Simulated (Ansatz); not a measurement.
Basis-set series for H$_{6}$Si$_{3}$ (`[SiH2]1[SiH2][SiH2]1`). Total charge 0; spin multiplicity 1. The structure was optimised at the PBE0-D4/def2-TZVP level.

```csv
functional,basis,functions,energy (Eh),HOMO (eV),LUMO (eV)
PBE0-D4,def2-SVP,84,-871.39910,-6.99,-1.06
PBE0-D4,def2-TZVPP,210,-871.70271,-6.94,-1.17
ωB97M-V,def2-SVP,84,-871.67056,-8.87,0.91
ωB97M-V,def2-TZVPP,210,-871.97602,-8.86,0.74
```

(1) Give the rows for def2-QZVPP. (An estimate is asked.)

Answers

(1) Computed: 
```
functional       basis  functions  energy (Eh)  HOMO (eV)  LUMO (eV)
   PBE0-D4  def2-QZVPP        390   -871.73133      -6.94      -1.20
   ωB97M-V  def2-QZVPP        390   -872.00304      -8.87       0.69
```

Positive LUMOs are unbound and depend on the basis.
